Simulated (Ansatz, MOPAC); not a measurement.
Molecule: C$_{2}$H$_{7}$S, net charge 1, singlet state. SMILES: C[SH+]C

Atoms: C1, S2, C3, H4, H5, H6, H7, H8, H9, H10. Bonds: C1-S2, C1-H4, C1-H5, C1-H6, S2-C3, S2-H10, C3-H7, C3-H8, C3-H9.

Bond lengths (Å) and angles (degrees) optimised at AM1 with MOPAC; MNDO with MOPAC; HF/STO-3G with Ansatz (a quantum-chemistry and plane-wave program); B3LYP/6-31G* with Ansatz, each started from the B3LYP-D3(BJ)/def2-TZVP structure (Ansatz) of the last column. A row stands for all coordinates that are equal there; 7 of 12 kinds are shown. 6-31G* holds six Cartesian d functions. No wavenumbers were computed at MNDO, HF/STO-3G, so these may be saddle points.

```json
[
 {"coordinate": "C1-S2", "AM1": "1.728", "MNDO": "1.773", "HF/STO-3G": "1.831", "B3LYP/6-31G*": "1.833", "B3LYP-D3(BJ)/def2-TZVP": "1.812"},
 {"coordinate": "C1-H4", "AM1": "1.123", "MNDO": "1.106", "HF/STO-3G": "1.088", "B3LYP/6-31G*": "1.092", "B3LYP-D3(BJ)/def2-TZVP": "1.089"},
 {"coordinate": "C1-H6", "AM1": "1.118", "MNDO": "1.104", "HF/STO-3G": "1.088", "B3LYP/6-31G*": "1.091", "B3LYP-D3(BJ)/def2-TZVP": "1.087"},
 {"coordinate": "S2-H10", "AM1": "1.314", "MNDO": "1.322", "HF/STO-3G": "1.346", "B3LYP/6-31G*": "1.353", "B3LYP-D3(BJ)/def2-TZVP": "1.350"},
 {"coordinate": "C1-S2-C3", "AM1": "103.4", "MNDO": "109.8", "HF/STO-3G": "103.1", "B3LYP/6-31G*": "104.1", "B3LYP-D3(BJ)/def2-TZVP": "104.0"},
 {"coordinate": "S2-C1-H4", "AM1": "109.7", "MNDO": "107.0", "HF/STO-3G": "107.5", "B3LYP/6-31G*": "106.9", "B3LYP-D3(BJ)/def2-TZVP": "106.9"},
 {"coordinate": "S2-C1-H5", "AM1": "109.3", "MNDO": "107.7", "HF/STO-3G": "107.5", "B3LYP/6-31G*": "106.7", "B3LYP-D3(BJ)/def2-TZVP": "106.4"}
]
```

Mean signed difference of all 9 bond lengths from B3LYP-D3(BJ)/def2-TZVP: AM1 -0.001 Å, MNDO 0.000 Å, HF/STO-3G 0.004 Å, B3LYP/6-31G* 0.008 Å.
